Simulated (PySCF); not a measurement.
Mapped SMILES: `[CH3:1][n:2]1[cH:3][cH:4][cH:5][n:6]1`. Each H is labelled by its parent atom.

All values are calculated (PySCF): geometry: PBE0-D3(BJ)/def2-SVP, σ from GIAO-PBE/pcSseg-2. One conformer, no relativistic terms, gas phase, one averaged value for each set of equivalent atoms.

Shifts are taken against calculated references (same method and geometry level): ¹³C, ¹H vs TMS; NH3 for ¹⁵N.

```json
{"atoms": "C3", "nucleus": "¹³C", "count": "1", "δ (ppm)": "?"}
{"atoms": "H(C5)", "nucleus": "¹H", "count": "1", "δ (ppm)": "7.47"}
{"atoms": "H(C4)", "nucleus": "¹H", "count": "1", "δ (ppm)": "?"}
{"atoms": "C1", "nucleus": "¹³C", "count": "1", "δ (ppm)": "41.0"}
{"atoms": "C5", "nucleus": "¹³C", "count": "1", "δ (ppm)": "144.8"}
{"atoms": "H(C1)", "nucleus": "¹H", "count": "3", "δ (ppm)": "3.77"}
{"atoms": "H(C3)", "nucleus": "¹H", "count": "1", "δ (ppm)": "7.15"}
{"atoms": "N2", "nucleus": "¹⁵N", "count": "1", "δ (ppm)": "230.3"}
{"atoms": "N6", "nucleus": "¹⁵N", "count": "1", "δ (ppm)": "?"}
{"atoms": "C4", "nucleus": "¹³C", "count": "1", "δ (ppm)": "111.6"}
```

Task: Estimate the values marked ?.

Result: 
- C3: 131.9 ppm, aromatic CH next to a ring nitrogen
- H(C4): 6.29 ppm, hydrogen on an aromatic CH; the ring current deshields protons in the ring plane
- N6: 341.9 ppm, pyridine-type nitrogen of an azole

Shifts are as computed, not scaled to solution data. Of 1211 compounds with measured shifts, 218 miss one by over three times the rms of a fit or turn the order of signals round; such compounds aren't used in these exercises. Experimental scales use liquid or dissolved standards, which lie at an offset from isolated NH3 (liquid NH3: subtract about 20 ppm). Unscaled 15N shifts of sp2 nitrogen come out 20 to 40 ppm too high even then.
